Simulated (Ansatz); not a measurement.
ScTlS2 (P6₃/mmc, No. 194; cell taken from a computed entry), treated with PBE0 in Ansatz (plane waves, PAW).

Numerical settings: plane-wave cutoff 460 eV, 9×9×2 k mesh (along the axes of the cell as run), Fermi–Dirac smearing 0.01 eV, scalar-relativistic PAW data made under PBE.

Cell (relaxed with PBEsol):

```
CELL_PARAMETERS angstrom
      3.72800     0.00000     0.00000
     -1.86400     3.22854     0.00000
      0.00000     0.00000    14.73598
ATOMIC_POSITIONS crystal
  Sc 0.00000 0.00000 0.50000
  Sc 0.00000 0.00000 0.00000
  Tl 0.66667 0.33333 0.75000
  Tl 0.33333 0.66667 0.25000
  S  0.33333 0.66667 0.90390
  S  0.66667 0.33333 0.09610
  S  0.66667 0.33333 0.40390
  S  0.33333 0.66667 0.59610
```

Problem. What does this level give for the band gap and smallest direct gap on the k points sampled?

Solution. 
- band gap: 2.05 eV
- smallest direct gap on the k points sampled: 3.25 eV

Note: cell and atoms aren't relaxed at this level (pressure 2.7 GPa); this cell isn't known to be the ambient phase, and symmetry holds it in the calculation.

Spin–orbit coupling is not included; with these elements it can move the gap by several tenths of an eV or more.

Static lattice: no zero-point or thermal effects.

Cost on a shared machine: very roughly 11 core-minutes.

Ansatz is a first-principles code.
